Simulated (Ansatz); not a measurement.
## Which is lower?

Two relaxed structures of CH$_{4}$NSi, doublet (PBE0-D4/def2-TZVP; forces vanish, vibrations not checked).

A:

| atom | x (Å) | y (Å) | z (Å) |
| --- | --- | --- | --- |
| N1 | -1.0106 | 0.4314 | -0.3858 |
| C2 | 0.1500 | 0.1155 | 0.1975 |
| Si3 | 1.1305 | -1.3858 | -0.2752 |
| H4 | -1.3835 | -0.1589 | -1.1140 |
| H5 | -1.5464 | 1.2444 | -0.1338 |
| H6 | 0.4407 | 0.8313 | 0.9649 |
| H7 | 2.2194 | -1.0779 | 0.7464 |

B:

N1  (-0.928, 0.578, -0.505)
C2  (0.207, 0.138, 0.259)
Si3  (1.296, -1.285, -0.280)
H4  (-1.353, -0.179, -1.025)
H5  (-1.637, 1.023, 0.062)
H6  (0.759, 0.993, 0.666)
H7  (-0.049, -0.475, 1.186)
(Å)

Ansatz 0.2.0; basis: def2-TZVPP; cores frozen in the correlated methods; orbitals are unrestricted. B3LYP uses VWN-RPA correlation.

Problem. Which structure is lower at CCSD(T), and by how much? (An estimate is asked for; the value comes from the calculation.)

Solution. Computed: A, by 0.290 eV (electronic energy, against the other). By their contacts, A is CH₄NSi ([NH2][CH][SiH]) and B is CH₄NSi ([NH2][CH2][Si]).

All methods give the same order:

| method | E(B) − E(A) (eV) |
| --- | --- |
| PBE-D4 | 0.440 |
| r2SCAN-D4 | 0.485 |
| PBE0-D4 | 0.372 |
| B3LYP-D4 | 0.453 |
| wB97M-V | 0.409 |
| HF | 0.224 |
| MP2 | 0.268 |
| CCSD | 0.254 |
| CCSD(T) | 0.290 |

The T1 diagnostic stays at or below 0.018. ⟨S²⟩ of the unrestricted Hartree–Fock references: 0.76 to 0.79 (a pure state has 0.75).

Labels in which every atom is bracketed show which atoms are joined, not bond orders.

For scale, one of the runs: CCSD(T)/def2-TZVPP, 160 basis functions, launched by `ansatz run in.yaml --threads 2 --pin off --events-out ev --progress --plain --max-ram 4352MiB`. Time: 2.1 min of wall clock on 2 CPU threads of an Arm Neoverse N1; the host was shared. Peak host memory: 2.7 GiB.
